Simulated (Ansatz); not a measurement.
C₂H₂Cl₂O (`Cl[C@H]1O[C@@H]1Cl`). Charge 0, multiplicity 1.

Z-matrix (Å, degrees):
```
C
O 1 1.400
C 1 1.451 2 58.8
Cl 1 1.744 2 117.1 3 111.3
H 1 1.084 2 116.4 3 -111.9
Cl 3 1.744 1 120.9 2 -105.0
H 3 1.084 1 121.1 2 103.9
```

Task: List the harmonic frequencies (cm⁻¹, unscaled) at PBE0-D4/def2-TZVP in Ansatz. (An estimate is asked.)

Result: Computed: 193, 245, 344, 472, 797, 811, 865, 976, 1099, 1146, 1282, 1291, 1416, 3192, 3192.

Task: Is this a minimum?

Result: Yes, all 15 modes are real.

Task: Give the ideal-gas thermochemistry at 298.15 K and 1 bar (rigid rotor, harmonic oscillator; point group C2, symmetry number 2).

Result: Zero-point energy 103.6 kJ/mol; H(298) − E = 118.8 kJ/mol; entropy 303.5 J/(mol·K), of which translation 167.8, rotation 107.4, vibration 28.2; G(298) − E = 28.3 kJ/mol.

Task: And at 400, 500, 600, 800 and 1000 K?

Result: 
| T (K) | H − E (kJ/mol) | S (J/mol/K) | G − E (kJ/mol) |
| --- | --- | --- | --- |
| 400 | 127.1 | 327.3 | -3.8 |
| 500 | 136.6 | 348.4 | -37.6 |
| 600 | 147.1 | 367.6 | -73.5 |
| 800 | 170.4 | 401.0 | -150.4 |
| 1000 | 195.8 | 429.3 | -233.5 |
